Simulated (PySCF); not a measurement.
water (H2O), SMILES O. Coordinates come from a TPSSh-D3(BJ)/def2-TZVPD optimisation.

### Question
Give the equilibrium geometry at TPSSh-D3(BJ)/def2-TZVPD (PySCF confirms it by a frequency run) as Cartesian coordinates in Å, and its point group. (The exact figures need the calculation; the answer reports its results.)

### Answer
point group C2v.
```xyz
3

O      0.0000     0.0000    -0.1180
H      0.0000    -0.7639     0.4721
H      0.0000     0.7639     0.4721
```
Charge 0, spin multiplicity 1.
